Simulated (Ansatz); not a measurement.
# hcp Ni (model structure)

All values below come from r²SCAN+rVV10 in Ansatz (plane waves, PAW).

Settings: plane-wave cutoff 500 eV, 36×36×18 k mesh (along the axes of the cell as run), Fermi–Dirac smearing 0.1 eV, spin-polarised with parallel moments, scalar-relativistic PAW data made under PBE.

Cell (relaxed at this level):

```cif
data_Ni2
_chemical_formula_sum 'Ni2'
_space_group_name_H-M_alt 'P 1'
_space_group_IT_number 1
_cell_length_a 2.44493
_cell_length_b 2.44493
_cell_length_c 4.02868
_cell_angle_alpha 90.000
_cell_angle_beta 90.000
_cell_angle_gamma 120.000
loop_
_space_group_symop_operation_xyz
  'x, y, z'
loop_
_atom_site_label
_atom_site_type_symbol
_atom_site_fract_x
_atom_site_fract_y
_atom_site_fract_z
_atom_site_occupancy
Ni1 Ni 0.33333 0.66667 0.25000 1
Ni2 Ni 0.66667 0.33333 0.75000 1
```

```yaml
band_gap: zero (no gap)
```

Note: a magnet's gap depends somewhat on the PAW data; the magnetic order was assumed, not searched for or taken from measurement; the relaxation could raise the start's symmetry but not lower it, so the cell can be a saddle point.

Computed values are for the static lattice.

A model structure was made by putting elements into a prototype or built by hand; it is no filed structure, need not be a known phase, and can be a saddle point held by its symmetry.

Ansatz is an electronic-structure program.
